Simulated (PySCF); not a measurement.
# Simulated absorption spectrum

Compound: 3-chloro-2-methylpropene, C₄H₇Cl.
Numbering: `[CH2:1]=[C:2]([CH3:3])[CH2:4][Cl:5]` (hydrogens: H6, H7 on C1; H8, H9, H10 on C3; H11, H12 on C4)

Computed with TDDFT PBE0/def2-SVPD, vertical, gas phase, core orbitals frozen in the response (PySCF 2.14.0, density-fitted response routines). Isolated species at its GFN2-xTB geometry (one conformer only). Torsions of this conformer, `[CH2:1]=[C:2]([CH3:3])[CH2:4][Cl:5]`: C1–C2–C4–Cl5 -107°.

Broadening: Gaussians 0.3 eV wide at half height, area fixed by f = 4.319×10⁻⁹ ∫ε dν̃. The width is an assumption, not a result. The curve ends short of the highest state used, and states not computed would add to its high-energy end.

```json
{"E (eV)": "6.05", "ε (L mol⁻¹ cm⁻¹)": "19"}
{"E (eV)": "6.10", "ε (L mol⁻¹ cm⁻¹)": "69"}
{"E (eV)": "6.15", "ε (L mol⁻¹ cm⁻¹)": "216"}
{"E (eV)": "6.20", "ε (L mol⁻¹ cm⁻¹)": "582"}
{"E (eV)": "6.25", "ε (L mol⁻¹ cm⁻¹)": "1349"}
{"E (eV)": "6.31", "ε (L mol⁻¹ cm⁻¹)": "3028"}
{"E (eV)": "6.36", "ε (L mol⁻¹ cm⁻¹)": "5049"}
{"E (eV)": "6.41", "ε (L mol⁻¹ cm⁻¹)": "7309"}
{"E (eV)": "6.46", "ε (L mol⁻¹ cm⁻¹)": "9310"}
{"E (eV)": "6.51", "ε (L mol⁻¹ cm⁻¹)": "10694"}
{"E (eV)": "6.56", "ε (L mol⁻¹ cm⁻¹)": "11521"}
{"E (eV)": "6.62", "ε (L mol⁻¹ cm⁻¹)": "12297"}
{"E (eV)": "6.67", "ε (L mol⁻¹ cm⁻¹)": "12995"}
{"E (eV)": "6.72", "ε (L mol⁻¹ cm⁻¹)": "13414"}
{"E (eV)": "6.77", "ε (L mol⁻¹ cm⁻¹)": "13016"}
{"E (eV)": "6.82", "ε (L mol⁻¹ cm⁻¹)": "11641"}
{"E (eV)": "6.88", "ε (L mol⁻¹ cm⁻¹)": "9493"}
{"E (eV)": "6.93", "ε (L mol⁻¹ cm⁻¹)": "8376"}
{"E (eV)": "6.98", "ε (L mol⁻¹ cm⁻¹)": "8483"}
{"E (eV)": "7.03", "ε (L mol⁻¹ cm⁻¹)": "9551"}
{"E (eV)": "7.08", "ε (L mol⁻¹ cm⁻¹)": "10659"}
{"E (eV)": "7.13", "ε (L mol⁻¹ cm⁻¹)": "10827"}
{"E (eV)": "7.19", "ε (L mol⁻¹ cm⁻¹)": "9248"}
{"E (eV)": "7.24", "ε (L mol⁻¹ cm⁻¹)": "6897"}
```

Question: Locate the maxima and give the states behind the curve.

Answer: 184 nm (6.73 eV), ε about 13000, made up of S1 (13%) and S3 (84%); 174 nm (7.11 eV), ε about 11000, made up of S4 (98%) (ε in L mol⁻¹ cm⁻¹; maxima over ε = 5, shares over 10%). The states used: S1 6.50 eV (f 0.097); S2 6.62 eV (f 0.0053); S3 6.76 eV (f 0.130); S4 7.12 eV (f 0.119); S5 7.74 eV (f 0.067); S6 7.84 eV (f 0.011).

Question: On this curve, what absorbance would a 10⁻⁵ mol/L sample give at 193 nm over a 1 cm path?

Answer: 193 nm is 6.424 eV, where ε is about 7900 L mol⁻¹ cm⁻¹, so A = ε c l ≈ 0.079 (Beer–Lambert, with the gas-phase spectrum and the assumed width).

Question: Coming from long wavelengths, where does ε first pass 100 L mol⁻¹ cm⁻¹?

Answer: At about 203 nm (6.12 eV), 0.38 eV below S1.

Question: What would ε be at 6.73 eV, the highest of these maxima, with half the width (0.15 eV)?

Answer: About 21100 L mol⁻¹ cm⁻¹ against 13400, a factor of about 1.6; a lone state at its own centre would give exactly 2.
